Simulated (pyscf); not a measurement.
A first-order saddle from PySCF, ωB97X-D3(BJ)/def2-SVP:

```xyz
8

O     -0.1027     1.0554     0.7837
Si    -1.0899     0.0675    -0.0828
Cl    -0.3533    -1.9723    -1.1277
Cl    -2.8077     0.7536    -0.9498
Cl    -1.8247    -1.0573     1.4803
H      0.4485     1.6389     0.2479
F     -0.1281     0.4765    -1.6027
H      0.0250    -0.7541    -1.8108
```
Charge 0, spin multiplicity 1.

Surface: singlet, charge 0. Lowest wavenumbers (cm⁻¹): 649i, 48, 141, 215, 229.

Question: What reaction is this the transition state of?

Answer: `[OH][Si]([Cl])([Cl])[Cl]` + `[FH]` ⇌ `[OH][Si]([F])([Cl])[Cl]` + `[ClH]`, a four-centre exchange read from left to right: Cl–Si, F–H broken and F–Si, Cl–H formed. At ωB97M-D3(BJ)/def2-TZVP it lies +1.18 eV from the left side and +1.74 eV from the right (each side as separated species at their lowest minima found). On the reactant side the descent ends in a complex, 0.28 eV under the separated species and 1.50 eV under the saddle at ωB97X-D3(BJ)/def2-TZVP. The same reactants have a lower exit, to H₂O + F–Si(Cl)(Cl)–Cl (barrier +0.83 eV at ωB97M-D3(BJ), against +1.18 eV here). This is the saddle that the search found; another between the same sides may lie lower.
